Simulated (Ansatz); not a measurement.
The cluster Li₂H₃. Total charge 0; doublet. Geometry PBE0-D4/def2-TZVP; atoms count from 1.

Cartesian coordinates in Å:
```
Li 0.9915 0.6129 0.3045
Li -0.7763 -0.4232 -0.8182
H -0.1279 -0.7310 0.8759
H 0.5427 0.5051 -1.3207
H -0.6300 0.0362 0.9585
```

In the doublet, H3 and H5 lie 0.92 Å apart (atoms count from 1), so these atoms are partly bonded to each other. Another isomer (doublet) lies 0.42 eV lower at PBE0-D4/def2-TZVP; other spin states weren't run for this one.

Problem. Estimate the Mulliken populations from the PBE0/def2-TZVP orbitals of Ansatz.

Solution. 
| atom | charge (e) | spin (α − β) |
| --- | --- | --- |
| Li1 | 0.38 | 0.26 |
| Li2 | 0.38 | 0.26 |
| H3 | -0.19 | 0.26 |
| H4 | -0.40 | -0.05 |
| H5 | -0.19 | 0.27 |
Mulliken values and Mayer orders depend strongly on the basis.

Problem. Where does the spin sit?

Solution. Summed by element: Li 0.53, H 0.47, of 1 unpaired in all. Largest on single atoms: H5 0.27, H3 0.26, Li1 0.26.
